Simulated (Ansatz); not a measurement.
Write a Python script for Ansatz 0.2.0, Python API that makes a comparison of methods with full CI of H2N (charge -1), SMILES [NH2-]. Settings (for the species named): FCI, STO-3G basis, multiplicity 1.

```tsv
atom	x (Å)	y (Å)	z (Å)
N	0.3537	-0.2098	0.1744
H	0.1252	0.8175	0.1576
H	-0.4789	-0.6077	-0.3319
```

`fci_h2n.py`:
```python
# -*- coding: utf-8 -*-
import warnings

import ansatz as az

BASIS_SET = 'STO-3G'
NET_CHARGE = -1

warnings.simplefilter('ignore', az.DeckWarning)

h2n = (
    az.Crystal.molecule()
    .atom('N', (0.35366, -0.20981, 0.17435))
    .atom('H', (0.12522, 0.8175, 0.15759))
    .atom('H', (-0.47888, -0.60769, -0.33194))
)

base = (
    h2n.calculation()
    .basis(gaussian=BASIS_SET)
    .charge(NET_CHARGE)
)
exact = base.correlation('fci').run().report
print(f'full CI {exact["free_energy_ev"] / 27.211386246:.7f} Ha over {exact["configurations"]["states"][0]["n_determinants"]} determinants')
print('natural occupations', [round(n, 4) for n in exact['configurations']['natural_occupations']])
print(f'hf       misses {1000 * (exact["reference_energy_ev"] - exact["free_energy_ev"]) / 27.211386246:9.3f} mHa')
for method in ['mp2', 'ccsd', 'ccsd_t', 'ccsdt_q']:
    e = base.correlation(method).run().report['free_energy_ev']
    print(f'{method:8s} misses {1000 * (e - exact["free_energy_ev"]) / 27.211386246:9.3f} mHa')
```

```console
$ python fci_h2n.py
full CI -54.6283400 Ha over 125 determinants
natural occupations [1.9966, 1.996, 1.9756, 1.9752, 0.0288, 0.0278]
hf       misses    47.245 mHa
mp2      misses    14.450 mHa
ccsd     misses     0.141 mHa
ccsd_t   misses     0.043 mHa
ccsdt_q  misses    -0.000 mHa
```

Total energies depend on the basis set; only differences at equal settings carry meaning. Full CI is exact only within this small basis and its frozen core, at an unrelaxed geometry. Anions want diffuse functions, which this basis lacks. Timing: 0.8 s on 1 thread of Intel(R) Xeon(R) Processor @ 2.30GHz, with other jobs on the host, peak memory 0.17 GiB.
